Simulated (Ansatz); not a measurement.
Dissociation curve of LiH, singlet.

Computed with full CI/cc-pVTZ, frozen core in Ansatz (a quantum-chemistry and plane-wave program).

### Question
Relative to R = 1.60 Å, what are the energies at R = 1.36, 2.11, 3.52, 4.35 Å?

### Answer
6.1 kcal/mol at 1.36 Å, 10.7 kcal/mol at 2.11 Å, 48.6 kcal/mol at 3.52 Å, 54.9 kcal/mol at 4.35 Å.
